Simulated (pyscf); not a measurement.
A first-order saddle from PySCF, ωB97X-D3(BJ)/def2-SVP:

```
Ta
F 1 1.8633
F 1 1.8640 2 106.90
O 1 1.8701 2 100.04 3 96.75
H 4 0.9590 1 158.45 2 148.02
F 1 1.8841 2 97.45 4 171.47
F 1 2.1796 2 82.08 6 -83.57
H 7 1.1064 1 69.96 2 177.78
H 8 1.0897 7 146.12 1 2.25
```
Charge 0, spin multiplicity 1.

Surface: singlet, charge 0. Lowest wavenumbers (cm⁻¹): 676i, 85, 151, 166, 196.

What reaction is this the transition state of?

HO–Ta(F)(F)(F)–F + hydrogen (H₂) <-> HO–TaH(F)(F)–F + hydrogen fluoride (HF), a four-centre exchange read from left to right: F–Ta, H–H broken and H–Ta, F–H formed. At ωB97M-D3(BJ)/def2-TZVP it lies +140.4 kJ/mol from the left side and -6.0 kJ/mol from the right (each side as separated species at their lowest minima found). On the product side the descent ends in an adduct with a F–Ta contact, 25.7 kJ/mol under the separated species and 12.9 kJ/mol under the saddle at ωB97X-D3(BJ)/def2-TZVP. At ωB97M-D3(BJ) the saddle lies under the separated products, which points to a path from their complex (located at ωB97X-D3(BJ) alone), and parting the products costs more than the saddle. What is counted as broken (F–Ta) persists as a longer contact in the product adduct; parting that adduct is a step of its own. At the saddle there is also a short H–Ta contact that neither side keeps. One saddle was located; it need not be the lowest between these sides. Elements past Kr carry the def2 core potentials, without spin-orbit coupling.
